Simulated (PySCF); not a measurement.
**Structure and vertical S1–T1 gap**

Computed with PySCF 2.14.0, TDA CAM-B3LYP/def2-TZVPD excited states, vertical, gas phase. Geometry: PBE0-D3(BJ)/def2-TZVP.

Each molecule in one low-energy conformer.

Task: How does the vertical S1–T1 gap change along this series?
- CC(Cl)Cl (H on C replaced by CHCl2)
- CCCl (H on C replaced by CH2Cl)
- CSC(F)(F)F (H on C replaced by SCF3)
- CC1CC1 (H on C replaced by cPr)
- COC(F)(F)F (H on C replaced by OCF3)

Result: 
| molecule | S1 (eV) | S1 from | f(S1) | T1 (eV) | T1 from | S1 − T1 (eV) | S0–T1 spin-orbit coupling (cm⁻¹) | S1–T1 spin-orbit coupling (cm⁻¹) |
| --- | --- | --- | --- | --- | --- | --- | --- | --- |
| CC(Cl)Cl | 7.01 | HOMO−1→LUMO | 0.000 | 6.23 | HOMO→LUMO | 0.78 | 303.12 | 202.17 |
| CCCl | 7.27 | HOMO→LUMO+1 | 0.001 | 6.55 | HOMO→LUMO+1 | 0.72 | 208.82 | 1.30 |
| CSC(F)(F)F | 5.55 | HOMO→LUMO | 0.000 | 4.97 | HOMO→LUMO / HOMO→LUMO+4 | 0.57 | 176.69 | 4.79 |
| CC1CC1 | 7.48 | HOMO→LUMO | 0.009 | 7.34 | HOMO→LUMO | 0.14 | 4.24 | 0.02 |
| COC(F)(F)F | 8.74 | HOMO→LUMO | 0.008 | 8.59 | HOMO→LUMO | 0.15 | 4.82 | 0.08 |

The vertical S1–T1 gap is lowest for CC1CC1 and highest for CC(Cl)Cl.
